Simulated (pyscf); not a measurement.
PySCF, gas phase, ωB97X-D3(BJ)/def2-SVP geometries. MP2 and CC: frozen core, UHF for open shells. ΔMP2 is the change of the MP2 total energy from the triple- to the quadruple-zeta basis.

SMILES: F[CH2][Al]([F])[F]
```xyz
7

F     -1.2263    -0.1885     2.0991
C     -1.1233    -0.7441     0.8289
Al     0.7512    -0.9398     0.2915
F      1.0922    -1.6552    -1.1657
F      2.0249    -0.4237     1.2148
H     -1.6412    -1.7218     0.8202
H     -1.6751    -0.1066     0.1121
```

What is the homolytic dissociation enthalpy (298 K, CCSD(T)/def2-TZVPP + ΔMP2(QZVPP)) of the C–F bond of `[F][CH2][Al]([F])[F]`, to F• + •H₂C–Al(F)–F?

C–F to F• + •H₂C–Al(F)–F: 97.5 kcal/mol. The radicals are drawn with the spin at the cut bond; how far it spreads was not checked. Other isomers of •H₂C–Al(F)–F were not searched in full and may lie lower. The CCSD(T) − MP2 part came from Ansatz, without density fitting, on the same reference. Left out: the spin-orbit lowering of F.
